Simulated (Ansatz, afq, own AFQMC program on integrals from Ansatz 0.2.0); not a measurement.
Two steps: Ansatz 0.2.0 writes the Fock matrix and Cholesky factors of the valence space, and afq projects on them the lowest state that overlaps trial and start.

```yaml
crystal:
  periodic: [false, false, false]
  atoms:
    - {symbol: B, position_ang: [0.000000, 0.000000, 0.090069]}
    - {symbol: C, position_ang: [0.000000, 0.000000, -1.358850]}
    - {symbol: H, position_ang: [0.000000, 0.000000, 1.268781]}
basis:
  gaussian: {orbitals: cc-pVDZ}
magnetization: {spin_polarized: true, initial_magnetization: 2}
correlation: {method: ccsd_t, electrons: outside_noble_gas, hamiltonian_folder: ham}
```

```sh
$ ansatz run in.yaml --threads 1 --pin off --events-out ev --progress --plain --max-ram 24576MiB --backend cuda --devices 0, --max-vram 18GiB
```

Options of the walk:

```
--method phaseless --trial hf --walkers 4000 --populations 20 --least-time 40 --time-step 0.005 --steps-per-block 20 --equilibration-blocks 112 --max-blocks 4000 --target-error 0.0008500 --factor-cut 1e-05 --start spin_pure --seed 3305 --taylor-order 6
```

Times are imaginary, in 1/Eh. The walk had a cap of 49 s. With eight or more populations the least sampling time is a fifth of least-time, and the error comes from their spread.

Log:

```
orbitals 31  electrons 5 3  factors 227 of 310
reference energy -62.95759386 Eh
CCSD correlation -0.17514101 Eh in 10 cycles, weight of the determinant in the CISD state 0.9055
energy of the start -62.957758 Eh
 block  time / (1/Eh)  mean weight  energy / Eh
     1     0.100  1.0007  -62.991636
     2     0.200  1.0009  -63.018078
     3     0.300  1.0010  -63.037805
     4     0.400  1.0009  -63.054065
     5     0.500  1.0009  -63.066805
    10     1.000  1.0004  -63.102908
    31     3.100  1.0000  -63.141286
    36     3.600  0.9999  -63.142934
    56     5.600  1.0000  -63.140963
    81     8.100  1.0000  -63.136400
   106    10.600  0.9999  -63.137414
   131    13.100  1.0000  -63.135882
   136    13.600  0.9997  -63.130800
   156    15.600  1.0003  -63.138584
   181    18.100  1.0003  -63.136310
   206    20.600  1.0002  -63.135202
   221    22.100  0.9998  -63.135409
error from the spread of 20 populations
energy -63.135159 +/- 0.000849 Eh
(rows thinned)
```

The run passed its tests (sampling time, drift between the halves within three errors, error under three times the target), which doesn't prove that it has relaxed.

Against this walk (error 23.1 meV) on the same determinant: CCSD(T) 86.1 meV lower, CCSDT(Q) 130.5 meV lower, CCSDTQ 131.2 meV lower, a separate phaseless walk with a CISD trial and standard settings 102.6 ± 23.2 meV lower. The error is statistical and leaves out the bias of the constraint. CCSDTQ is the surest value here, so the walk's 131 meV above it is most likely the bias of the constraint with this trial, which can have either sign.

Cautions: constraint bias not in the error.

The walk took 18 s on 1 × NVIDIA H100 80GB HBM3 with 2 threads of AMD EPYC 7R13 Processor (Zen 3), on a shared host (the card was shared). The log's last line is the phaseless energy.

CCSDT and higher add their correlation energy to the determinant of the CCSD(T) run, since their own runs factorise the integrals more tightly (a shift of under 2 meV). A walk keeps the symmetry of its determinant, which the program's search chose and which needn't be the lowest solution, so a lower state of the same spin and another symmetry isn't excluded.
